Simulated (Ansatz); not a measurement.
# CH₄Al radical: one structure at several levels

The task here is to estimate one member of a computed series from the others.

Method: single points in def2-TZVPP; program: Ansatz 0.2.0, Gaussian basis.

Cores are frozen in the correlated methods. Orbitals are unrestricted.

### Starting geometry

SMILES `[CH2][AlH2]`, 6 atoms, charge 0, spin multiplicity 2.

Atoms are counted from 1 here; the program's logs count them from 0.

Bond lengths: C1–Al2 1.822 Å, C1–H3 1.040 Å, C1–H4 1.099 Å, Al2–H5 1.786 Å, Al2–H6 1.569 Å. Angles: Al2–C1–H3 118.4°, Al2–C1–H4 130.4°, H3–C1–H4 108.4°, C1–Al2–H5 129.7°, C1–Al2–H6 109.5°, H5–Al2–H6 120.5°.

Coordinates:

```
C    -0.18390   -0.99670    0.08710
Al    0.06910    0.80340   -0.04100
H    -0.95220   -1.42790   -0.46460
H     0.50420   -1.79270    0.40510
H     0.46260    1.80180   -1.46850
H    -0.26690    1.47860    1.33500
```

Set-up of the first run:

run/in.yaml

```yaml
crystal:
  periodic: [false, false, false]
  atoms:
    - {symbol: C, position_ang: [-0.183900, -0.996700, 0.087100]}
    - {symbol: Al, position_ang: [0.069100, 0.803400, -0.041000]}
    - {symbol: H, position_ang: [-0.952200, -1.427900, -0.464600]}
    - {symbol: H, position_ang: [0.504200, -1.792700, 0.405100]}
    - {symbol: H, position_ang: [0.462600, 1.801800, -1.468500]}
    - {symbol: H, position_ang: [-0.266900, 1.478600, 1.335000]}
basis:
  gaussian: {orbitals: def2-TZVPP}
magnetization: {spin_polarized: true, initial_magnetization: 1}
correlation: {method: ccsd_t}
scf: {omitted_lower_state_checks: [cluster_reference]}
output: {forces: true}
```

No record of the launch command was kept for these runs.

Steps of the session up to this table: CCSD(T)/def2-TZVPP; PBE0-D4/def2-TZVPP; wB97M-V/def2-TZVPP; r2SCAN-D4/def2-TZVPP; PBE-D4/def2-TZVPP; r2SCAN0-D4/def2-TZVPP; CAM-B3LYP-D4/def2-TZVPP.

One of the session's tables, all rows but one given; the rest of the session is left out.

| method | RMS force component (eV/Å) | angle to CCSD(T) forces (°) | dipole (D) |
| --- | --- | --- | --- |
| CCSD(T) | 1.169 | reference | 1.14 |
| PBE0-D4 | 1.099 | 4.0 | 1.14 |
| wB97M-V | 1.123 | 3.1 | 1.18 |
| r2SCAN-D4 | 1.091 | 4.4 | 1.14 |
| PBE-D4 | 1.078 | 9.0 | 1.04 |
| r2SCAN0-D4 | ? | ? | ? |
| CAM-B3LYP-D4 | 1.100 | 4.0 | 1.15 |

Q: Estimate the row for r2SCAN0-D4 from the others.

The run gave: RMS force component (eV/Å): 1.109; angle to CCSD(T) forces (°): 3.8; dipole (D): 1.18. In the column «RMS force component (eV/Å)» it lies between CAM-B3LYP-D4 (1.100) and wB97M-V (1.123).
